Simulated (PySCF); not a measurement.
**dimethoxymethane (C₃H₈O₂): NMR shifts and spin-spin couplings**

Wanted: the NMR shifts and spin-spin couplings of dimethoxymethane (C₃H₈O₂) (`COCOC`), by calculation.

Computed with PySCF 2.14.0, with density-fitted response routines of our own, on a single molecule in the gas phase. Atoms count from 0, in the outputs and in this text.

**1. The molecule as given**

13 atoms, charge 0, multiplicity 1; geometry from: GFN2-xTB, dihedral held. The dihedral O3–C2–O1–C0 is held at 240°.

Bonds of the start (Å): C0–O1 1.41, O1–C2 1.41, C2–O3 1.39, O3–C4 1.41, C0–H5 1.10, C0–H6 1.09, C0–H7 1.10, C2–H8 1.11, C2–H9 1.10, C4–H10 1.10, C4–H11 1.09, C4–H12 1.09.

**2. Shielding tensors: PBE0/pcSseg-1**

What the job is given:

```
{"job": {"kind": "nmr", "xc": "PBE0", "basis": "pcSseg-1", "pop": true}, "charge": 0, "multiplicity": 1}
C     -2.207415     0.687008     0.252086
O     -0.888583     0.401186     0.652647
C      0.118507     1.061294    -0.072379
O      0.979346     0.173483    -0.705637
C      1.729150    -0.623708     0.188350
H     -2.439884     1.749520     0.386736
H     -2.853235     0.092649     0.895558
H     -2.380670     0.409789    -0.793339
H      0.684381     1.694314     0.639264
H     -0.302812     1.689178    -0.865356
H      2.372959     0.002726     0.817277
H      1.071185    -1.217842     0.827463
H      2.340509    -1.278998    -0.427877
```

With the program's defaults for keys left out, this is: GIAO PBE0/pcSseg-1 NMR shielding, non-relativistic, gas phase.

**Question.** This job is followed by: B3LYP/pcJ-1 indirect spin-spin coupling, non-relativistic, gas phase. Predict these results of the whole session: 13C shifts against TMS (PBE0/pcSseg-1); 1H shifts against TMS (PBE0/pcSseg-1); 17O shifts against H2O (PBE0/pcSseg-1); largest coupling of the table (B3LYP/pcJ-1).

**Answer**, as computed:

```
                                   quantity                                               value
     13C shifts against TMS (PBE0/pcSseg-1)                               103.2, 59.8, 57.3 ppm
      1H shifts against TMS (PBE0/pcSseg-1)  4.94, 4.50, 3.87, 3.75, 3.65, 3.55, 3.41, 2.95 ppm
     17O shifts against H2O (PBE0/pcSseg-1)                                      61.0, 34.9 ppm
largest coupling of the table (B3LYP/pcJ-1)                             1J(C,H) C2–H8, 164.2 Hz
```

What this shows: Shifts at one fixed geometry are not the observed spectrum, which averages over the motion. The geometry holds a dihedral fixed, so it need not be a minimum. At PBE0/pcSseg-1: The widest tensor belongs to O3: span 130 ppm, with a paramagnetic part of -121 ppm. Of the pairs tabulated at B3LYP/pcJ-1, C2–H8 couples most strongly (164.2 Hz; Fermi contact 163.5 Hz).
